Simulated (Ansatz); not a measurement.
# H2S with CH3F: structure and interaction energy

Aim: relax the pair, then compute its interaction energy with counterpoise at many levels, up to CCSD(T).

Program: Ansatz 0.2.0, Gaussian basis. Level of theory: PBE0-D4 structure, single points in def2-TZVPPD. These are calculated values, not measurements.

Levels: PBE-D4, revPBE-D4, BLYP-D4, r2SCAN-D4, B97M-V, PBE0-D4, B3LYP-D4, HSE06-D4, wB97X-V, wB97M-V, B2PLYP, Hartree-Fock, MP2, CCSD, CCSD(T). The reference is CCSD(T) extrapolated to the basis limit.

Correlated methods freeze the cores. B3LYP uses VWN-RPA correlation. B2PLYP carries no dispersion term here.

176 further runs of the same task are left out: 176 set aside as unsound or not needed. Runs told in other sessions of the task aren't counted.

**1. Starting geometry**

The pair, from a GFN2-xTB docking trial: 8 atoms, charge 0, spin multiplicity 1.

Atoms are counted from 1 here; the program's logs count them from 0.

Bond lengths: S1–H2 1.323 Å, S1–H3 1.327 Å, C4–F5 1.364 Å, C4–H6 1.090 Å, C4–H7 1.090 Å, C4–H8 1.090 Å. Angles: H2–S1–H3 92.6°, F5–C4–H6 108.0°, F5–C4–H7 108.2°, F5–C4–H8 107.8°, H6–C4–H7 110.8°, H6–C4–H8 111.0°, H7–C4–H8 110.9°.

As a file:

```
S    -0.0735    0.6256   -2.5070
H    -0.2854   -0.3290   -1.6162
H     0.7400   -0.1392   -3.2237
C    -0.0652    0.0229    1.5137
F    -0.2816   -1.0156    0.6556
H    -0.9892    0.2039    2.0629
H     0.2142    0.8972    0.9262
H     0.7407   -0.2657    2.1886
```

Atoms 1 to 3 are fragment A (H2S), the rest fragment B (CH3F).

**2. A first relaxation in a small basis**

Input file pre/in.yaml:

```yaml
crystal:
  periodic: [false, false, false]
  atoms:
    - {symbol: S, position_ang: [-0.073500, 0.625600, -2.507000]}
    - {symbol: H, position_ang: [-0.285400, -0.329000, -1.616200]}
    - {symbol: H, position_ang: [0.740000, -0.139200, -3.223700]}
    - {symbol: C, position_ang: [-0.065200, 0.022900, 1.513700]}
    - {symbol: F, position_ang: [-0.281600, -1.015600, 0.655600]}
    - {symbol: H, position_ang: [-0.989200, 0.203900, 2.062900]}
    - {symbol: H, position_ang: [0.214200, 0.897200, 0.926200]}
    - {symbol: H, position_ang: [0.740700, -0.265700, 2.188600]}
basis:
  gaussian: {orbitals: def2-SVP}
hamiltonian: {xc: pbe, dispersion: d4}
relax: {f_tol: 0.03, max_steps: 250}
```

Command:

```console
$ ansatz run in.yaml --threads 4 --pin off --events-out ev --progress --plain --max-ram 9574MiB
```

Further steps of the session: Relaxation at PBE0-D4; PBE-D4/def2-TZVPPD; r2SCAN-D4/def2-TZVPPD; PBE0-D4/def2-TZVPPD; B3LYP-D4/def2-TZVPPD; wB97X-V/def2-TZVPPD; wB97M-V/def2-TZVPPD; B2PLYP/def2-TZVPPD; BLYP-D4/def2-TZVPPD; revPBE-D4/def2-TZVPPD; B97M-V/def2-TZVPPD; HSE06-D4/def2-TZVPPD; CCSD(T)/def2-TZVPPD; MP2/def2-QZVPPD; Hartree-Fock/STO-3G; PBE-D4/STO-3G; B3LYP-D4/6-31G; SPW92/def2-SVP; PBE-D4/def2-SVP; PBE0-D4/def2-SVP; wB97M-V/def2-SVP; CCSD(T)/def2-SVP; Vibrations of the pair.

**Question.** What will these runs give? Wanted: interaction energy, CCSD(T)/CBS; of it Hartree-Fock; D4 term of PBE0-D4; shortest contact; lowest wavenumber.

The runs gave:

| quantity | value |
| --- | --- |
| interaction energy, CCSD(T)/CBS | -9.15 kJ/mol |
| of it Hartree-Fock (basis limit) | -1.62 kJ/mol |
| D4 term of PBE0-D4 | -2.98 kJ/mol |
| shortest contact | H2–F5 2.29 Å |
| lowest wavenumber | 54 cm⁻¹ |

The pair is bound by 9.15 kJ/mol at fixed fragment shapes. Hartree-Fock gives 18 % of it, so correlation, mostly dispersion, leads. wB97X-V is the best functional here (+0.03 kJ/mol from CCSD(T)/CBS); B2PLYP is the worst (+2.99 kJ/mol). By rung, the mean size of the error is: GGA 0.99, meta-GGA 0.09, hybrid 0.29, screened hybrid 0.42, range-separated hybrid 0.18, double hybrid 2.99 kJ/mol. The double hybrids carry no dispersion term here, unlike the levels marked D4 or V. PBE-D4 gives an interaction energy 0.91 kJ/mol too low, an error of 10 % of the reference. CCSD(T) moves by -1.23 kJ/mol from triple zeta to the limit; gaps between functionals far smaller than that don't rank them. A lower arrangement may exist.
